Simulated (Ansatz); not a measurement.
**AlSi, quartet along the distance Si1-Al2**

Starting geometry (PBE0/def2-TZVP stationary point for this spin):

```xyz
2

Si    0.0000    0.0000    0.0000
Al    0.0000    0.0000    2.4162
```

From there Al2 moves along the line of the two atoms named below, all else staying in place; atoms are numbered as listed. Energies are in eV, counted from the starting geometry at the same level. Kohn–Sham curves are unrestricted where that lies lower.

Basis cc-pVDZ; Ansatz 0.2.0. Correlated methods freeze the noble-gas cores.

A value is left out where its run failed or describes another state than the reference as far as symmetry and spin tell, or, spin-broken singlets apart, can't be checked.

In so small a basis the reference is far from its limit while semilocal and hybrid functionals are nearer theirs (RPA and double hybrids share much of the reference's basis error), so the functionals' errors here hold much of the reference's basis and frozen-core error, which can add to them or hide them.

Full CI is exact within this basis and frozen core; it isn't the basis-set limit.

| distance Si1-Al2 (Å) | full CI | PBE | r2SCAN | PBE0 | B3LYP | r2SCANh | wB97M-V | B2PLYP | PBE-QIDH | RPA-PBE |
| --- | --- | --- | --- | --- | --- | --- | --- | --- | --- | --- |
| 1.959 | 1.773 | 1.616 | 1.590 | 1.563 | 1.598 | 1.575 | 1.583 | 1.623 | 1.584 | 1.817 |
| 2.135 | 0.582 | 0.510 | 0.486 | 0.476 | 0.504 | 0.478 | 0.496 | 0.508 | 0.480 | 0.611 |
| 2.416 | 0.000 | 0.000 | 0.000 | 0.000 | 0.000 | 0.000 | 0.000 | 0.000 | 0.000 | 0.000 |
| 2.594 | 0.039 | 0.056 | 0.074 | 0.075 | 0.052 | 0.078 | 0.059 | 0.061 | 0.082 | 0.014 |
| 2.902 | 0.386 | 0.399 | 0.449 | 0.454 | 0.385 | 0.459 | 0.421 | 0.420 | 0.483 | 0.305 |
| 3.288 | 0.932 | 0.923 | 1.002 | 1.026 | 0.899 | 1.025 | 0.998 | 0.982 | 1.092 | 0.773 |
| 3.822 | 1.544 | 1.538 | 1.650 | 1.695 | 1.507 | 1.689 | 1.679 | 1.629 | 1.754 | 1.297 |
| 4.359 | 1.908 | 1.978 | 2.110 | 2.112 | 1.900 | 2.129 | 2.075 | 1.971 | 2.108 | 1.618 |
| 5.424 | 2.158 | 2.447 | 2.489 | 2.442 | 2.205 | 2.469 | 2.364 | 2.222 | 2.355 | 1.928 |
| 6.532 | 2.206 | 2.579 | 2.599 | 2.539 | 2.299 | 2.573 | 2.419 | 2.275 | 2.401 | 1.932 |
| 8.318 | 2.219 | – | – | 2.569 | 2.334 | 2.611 | 2.435 | 2.287 | 2.413 | – |

wB97M-V at 8.318 Å lies 0.215 eV (10 %) above the reference in this basis. PBE0 at 8.318 Å lies 0.349 eV (16 %) above the reference in this basis. PBE-QIDH at 8.318 Å lies 0.193 eV (9 %) above the reference in this basis. r2SCANh at 8.318 Å lies 0.392 eV (18 %) above the reference in this basis.
